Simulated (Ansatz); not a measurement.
Ideal-gas functions of silicon tetrafluoride at 800 K and 1 bar, from an Ansatz frequency run at PBE0-D4/def2-TZVP.

Molar mass 104.08 g/mol, point group Td (symmetry number 12), electronic degeneracy 1, moments of inertia 123.52, 123.599, 123.612 u Å². Harmonic wavenumbers (cm⁻¹, unscaled): 258, 258, 381, 381, 381, 796, 1033, 1033, 1034.

Use S(trans) = R[1.5 ln M + 2.5 ln T − 1.1517]; rotational temperatures θ = 24.2544 K / I; S(rot) = R[ln(√π/σ · √(T³/θAθBθC)) + 1.5]; for each mode x = 1.438777 ν̃/T, S = R[x/(eˣ − 1) − ln(1 − e⁻ˣ)] and H = RT x/(eˣ − 1); 1 cm⁻¹ = 0.0119627 kJ/mol; R = 8.31446 J/(mol·K).

**Question.** By hand: the entropy, in J/(mol·K).

**Answer.** Translation 187.3. Rotation: θ = 0.1964, 0.1962, 0.1962 K, giving 100.2. Vibration, mode by mode: 14.77, 14.77, 11.62, 11.62, 11.62, 6.01, 4.27, 4.27, 4.26, in all 83.2. Electronic 0.0. Sum 370.7 J/(mol·K).

**Question.** By hand: H − E and G − E in kJ/mol, counted from the electronic energy.

**Answer.** Zero-point energy ½ × 5555 × 0.0119627 = 33.2; thermal vibration 34.2; translation, rotation and pV give 4 RT = 26.6. H − E = 94.0 kJ/mol, and G − E = 94.0 − 800 × 370.7/1000 = -202.6 kJ/mol.

Vibration gives 22 % of the entropy.
